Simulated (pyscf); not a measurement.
Optimised with ωB97X-D3(BJ)/def2-SVP in PySCF.

Task: Estimate by transition-state theory (the high-pressure limit) the rate constant of S=SiH–Cl + H₂ → HS–SiH₂–Cl (singlet surface; H–H broken, H–S, H–Si formed) at 900 K, with ωB97M-D3(BJ)/def2-TZVP energies (ideal gas, 1 atm, RRHO with modes under 100 cm⁻¹ raised to 100, one conformer, R ln 2 for chiral ones without a mode under 150 cm⁻¹; no tunnelling).

Result: The electronic barrier is 22.0 kcal/mol and the thermal terms add +27.5, so ΔG‡ = 49.5 kcal/mol. With k_BT/h = 1.88e+13 s⁻¹ and RT = 1.788 kcal/mol, and a volume of 1.23e-19 cm³ per molecule at 1 atm, k = 2.2e-18 cm³ molecule⁻¹ s⁻¹. The product is born with the 53 kcal/mol of the reverse barrier and needs collisions to keep. Wigner's tunnelling factor for 1332i cm⁻¹ would be 1.19. A shift of 1 kcal/mol in the barrier changes k by a factor 1.7. At the saddle there is also a short H–Si contact that neither side keeps. This is the saddle that the search found; another between the same sides may lie lower.
